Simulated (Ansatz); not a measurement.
# C2H2N2O: up Jacob's ladder to CCSD(T)

One table from this session's results is given with a row withheld; the runs are named, their logs left out.

Method: functionals in def2-TZVPP, the program's frozen cores in correlated methods; program: Ansatz 0.2.0, Gaussian basis.

The runs, in order: LDA (SPW92), PBE-D4, revPBE-D4, BLYP-D4, r2SCAN-D4, B97M-V, PBE0-D4, B3LYP-D4, r2SCANh-D4, r2SCAN0-D4, HSE06-D4, BHLYP-D4, CAM-B3LYP-D4, LC-ωPBE, ωB97X-V, ωB97M-V, B2PLYP, PBE-QIDH; CCSD(T)/def2-SVP; CCSD(T)/def2-TZVPP; CCSD(T)/def2-QZVPP; extrapolation to the limit; RPA on PBE.

### Structure used throughout

All runs share one geometry, relaxed beforehand with PBE0-D4 in a triple-zeta def2 set.

7 atoms, charge 0, spin multiplicity 1.

Atoms are counted from 1 here; the program's logs count them from 0.

Bond lengths: C1–N2 1.282 Å, C1–O5 1.348 Å, C1–H6 1.078 Å, N2–N3 1.386 Å, N3–C4 1.282 Å, C4–O5 1.348 Å, C4–H7 1.078 Å. Angles: N2–C1–O5 113.2°, N2–C1–H6 128.5°, O5–C1–H6 118.2°, C1–N2–N3 105.9°, N2–N3–C4 105.9°, N3–C4–O5 113.2°, N3–C4–H7 128.5°, O5–C4–H7 118.2°, C1–O5–C4 101.7°.

The first run:

The input, in.yaml:

```yaml
crystal:
  periodic: [false, false, false]
  atoms:
    - {symbol: C, position_ang: [-0.220075, 0.735777, 0.717496]}
    - {symbol: N, position_ang: [-1.096728, 0.696670, -0.216746]}
    - {symbol: N, position_ang: [-0.686383, -0.305269, -1.082046]}
    - {symbol: C, position_ang: [0.398735, -0.775004, -0.587349]}
    - {symbol: O, position_ang: [0.766435, -0.168247, 0.558276]}
    - {symbol: H, position_ang: [-0.185007, 1.382727, 1.578831]}
    - {symbol: H, position_ang: [1.023023, -1.566644, -0.968462]}
basis:
  gaussian: {orbitals: def2-TZVPP}
hamiltonian: {xc: lda}
output: {orbitals: {seedname: orbitals}}
```

Launch:

```
$ ansatz run in.yaml --threads 2 --pin off --events-out ev --progress --plain --max-ram 32768MiB --backend cpu
```

Among the steps run: LDA; PBE-D4 (GGA); revPBE-D4 (GGA); BLYP-D4 (GGA); r2SCAN-D4 (meta-GGA); B97M-V (meta-GGA); PBE0-D4 (hybrid); B3LYP-D4 (hybrid); r2SCANh-D4 (hybrid); r2SCAN0-D4 (hybrid); HSE06-D4 (hybrid); BHLYP-D4 (hybrid); CAM-B3LYP-D4 (range-separated); LC-ωPBE (range-separated); ωB97X-V (range-separated); ωB97M-V (range-separated); B2PLYP (double hybrid); PBE-QIDH (double hybrid).

One of the session's tables, all rows but one given; the rest of the session is left out.

It belongs to the step «Orbital energies across the functionals». 

```
  functional  HOMO (eV)  gap (eV)
 LDA (SPW92)      -6.75      4.82
      PBE-D4      -6.65      4.99
   revPBE-D4      -6.60      5.04
     BLYP-D4      -6.56      4.99
   r2SCAN-D4      -7.06      5.60
      B97M-V          ?         ?
     PBE0-D4      -8.38      7.79
    B3LYP-D4      -8.11      7.23
  r2SCANh-D4      -7.69      6.64
  r2SCAN0-D4      -8.66      8.19
    HSE06-D4      -7.97      7.00
    BHLYP-D4      -9.53     10.08
CAM-B3LYP-D4      -9.89     10.46
     LC-ωPBE     -11.25     13.07
     ωB97X-V     -10.89     12.65
     ωB97M-V     -10.79     12.47
```

Estimate the missing values for B97M-V.

The run gave: HOMO (eV): -7.30; gap (eV): 5.94. In the column «HOMO (eV)» it lies between r2SCANh-D4 (-7.69) and r2SCAN-D4 (-7.06).
